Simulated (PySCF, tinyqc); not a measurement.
Inside a calculation (part 2 of 2). Method: RHF in the sto-6g basis, for H2O, spin multiplicity 1. The lowest restricted solution is unstable here: a spin-polarised one lies 0.0263 hartree lower (PySCF). Computed by tinyqc, a small Python program that keeps every step (integrals from PySCF). Command: `OMP_NUM_THREADS=1 python tinyqc.py 29500 29501 out.jsonl` (the two numbers bound the seeds that draw the settings). One thread of a shared host (Intel(R) Xeon(R) Processor @ 2.60GHz), about 0.1 s of CPU time with the checks.

Geometry (angstrom):
```
atom       x        y       z
O     0.0000   0.0000  0.0000
H     0.0000   1.1270  0.7990
H     0.0000  -1.1270  0.7990
```

## Iteration 8 (converged): orbitals

converged F (hartree):
```
           1O 1s    1O 2s   1O 2px   1O 2py   1O 2pz    2H 1s    3H 1s
1O 1s   -20.5538  -4.9674   0.0000   0.0000  -0.0180  -0.4526  -0.4526
1O 2s    -4.9674  -2.2777   0.0000   0.0000  -0.0169  -0.4865  -0.4865
1O 2px    0.0000   0.0000  -0.3984   0.0000   0.0000   0.0000   0.0000
1O 2py    0.0000   0.0000   0.0000  -0.1482   0.0000  -0.2871   0.2871
1O 2pz   -0.0180  -0.0169   0.0000   0.0000  -0.1914  -0.2403  -0.2403
2H 1s    -0.4526  -0.4865   0.0000  -0.2871  -0.2403  -0.2402  -0.0916
3H 1s    -0.4526  -0.4865   0.0000   0.2871  -0.2403  -0.0916  -0.2402
```

X:
```
          1O 1s    1O 2s  1O 2px   1O 2py   1O 2pz    2H 1s    3H 1s
1O 1s    1.0216  -0.1253  0.0000   0.0000  -0.0031   0.0124   0.0124
1O 2s   -0.1253   1.0718  0.0000   0.0000   0.0274  -0.1320  -0.1320
1O 2px   0.0000   0.0000  1.0000   0.0000   0.0000   0.0000   0.0000
1O 2py   0.0000   0.0000  0.0000   1.0316   0.0000  -0.1079   0.1079
1O 2pz  -0.0031   0.0274  0.0000   0.0000   1.0147  -0.0713  -0.0713
2H 1s    0.0124  -0.1320  0.0000  -0.1079  -0.0713   1.0493  -0.0267
3H 1s    0.0124  -0.1320  0.0000   0.1079  -0.0713  -0.0267   1.0493
```

Diagonalise F' = X^T F X, C = X C', fill 5 alpha and 5 beta electrons from the bottom; D = 2 C_occ C_occ^T. Each column has its largest component positive (the first on a tie).

F' = X^T F X (hartree):
```
          1        2        3        4        5        6        7
1  -20.2345  -2.4843   0.0000   0.0000  -0.0331  -0.0304  -0.0304
2   -2.4843  -1.3685   0.0000   0.0000   0.0657  -0.2495  -0.2495
3    0.0000   0.0000  -0.3984   0.0000   0.0000   0.0000   0.0000
4    0.0000   0.0000   0.0000  -0.0334   0.0000  -0.2917   0.2917
5   -0.0331   0.0657   0.0000   0.0000  -0.1294  -0.2269  -0.2269
6   -0.0304  -0.2495   0.0000  -0.2917  -0.2269  -0.0676  -0.0253
7   -0.0304  -0.2495   0.0000   0.2917  -0.2269  -0.0253  -0.0676
```

orbital energies (hartree): MO1 -20.5565, MO2 -1.1593, MO3 -0.4503, MO4 -0.3984, MO5 -0.3894, MO6 0.2799, MO7 0.3747

coefficients C:
```
            MO1      MO2      MO3     MO4      MO5      MO6      MO7
1O 1s    0.9971  -0.2382   0.0000  0.0000   0.0614  -0.0705   0.0000
1O 2s    0.0126   0.9647   0.0000  0.0000  -0.3289   0.4013   0.0000
1O 2px   0.0000   0.0000   0.0000  1.0000   0.0000   0.0000   0.0000
1O 2py   0.0000   0.0000   0.6171  0.0000   0.0000   0.0000   0.8406
1O 2pz   0.0013   0.0295   0.0000  0.0000   0.7268   0.7152   0.0000
2H 1s   -0.0017   0.1008   0.4650  0.0000   0.3963  -0.6151  -0.6118
3H 1s   -0.0017   0.1008  -0.4650  0.0000   0.3963  -0.6151   0.6118
```

D after iteration 8:
```
          1O 1s    1O 2s  1O 2px   1O 2py   1O 2pz    2H 1s    3H 1s
1O 1s    2.1094  -0.4749  0.0000   0.0000   0.0779  -0.0027  -0.0027
1O 2s   -0.4749   2.0782  0.0000   0.0000  -0.4212  -0.0663  -0.0663
1O 2px   0.0000   0.0000  2.0000   0.0000   0.0000   0.0000   0.0000
1O 2py   0.0000   0.0000  0.0000   0.7616   0.0000   0.5739  -0.5739
1O 2pz   0.0779  -0.4212  0.0000   0.0000   1.0582   0.5821   0.5821
2H 1s   -0.0027  -0.0663  0.0000   0.5739   0.5821   0.7670  -0.0980
3H 1s   -0.0027  -0.0663  0.0000  -0.5739   0.5821  -0.0980   0.7670
```

## Convergence

Stop when the energy changes by less than 1e-10 hartree and every element of the error matrix X^T (F D S - S D F) X is below 3e-06.

Course of the cycle:
```
iteration  E (hartree)     change  largest element of the error matrix
1           -75.464760          -                             5.39e-01
2           -75.409546   5.52e-02                             2.34e-01
3           -75.477067  -6.75e-02                             1.06e-01
4           -75.495750  -1.87e-02                             3.46e-03
5           -75.495772  -2.17e-05                             3.83e-04
6           -75.495772  -4.05e-07                             2.02e-04
7           -75.495773  -2.30e-07                             7.31e-07
8           -75.495773  -3.28e-12                             2.67e-08
```

PySCF RHF in the same basis = -75.495773 hartree

Converged in 8 iterations.

## Populations, bond orders and dipole

overlap S:
```
         1O 1s   1O 2s  1O 2px   1O 2py  1O 2pz   2H 1s    3H 1s
1O 1s   1.0000  0.2311  0.0000   0.0000  0.0000  0.0208   0.0208
1O 2s   0.2311  1.0000  0.0000   0.0000  0.0000  0.2477   0.2477
1O 2px  0.0000  0.0000  1.0000   0.0000  0.0000  0.0000   0.0000
1O 2py  0.0000  0.0000  0.0000   1.0000  0.0000  0.1925  -0.1925
1O 2pz  0.0000  0.0000  0.0000   0.0000  1.0000  0.1365   0.1365
2H 1s   0.0208  0.2477  0.0000   0.1925  0.1365  1.0000   0.0792
3H 1s   0.0208  0.2477  0.0000  -0.1925  0.1365  0.0792   1.0000
```

Mulliken: Z minus the diagonal of D S on the atom; Loewdin: the same with S^(1/2) D S^(1/2); Mayer order: 2 sum_s sum (D(s) S)_ij (D(s) S)_ji over the two atoms.

Charges (e):
```
atom  Mulliken  Loewdin
1O     -0.1347  -0.1067
2H      0.0674   0.0534
3H      0.0674   0.0534
```

Mayer bond orders:
```
pair   order
2-1   0.9883
3-1   0.9883
3-2   0.0072
```

dipole moment about the origin, x y z (debye): 0.0000  0.0000  1.1686
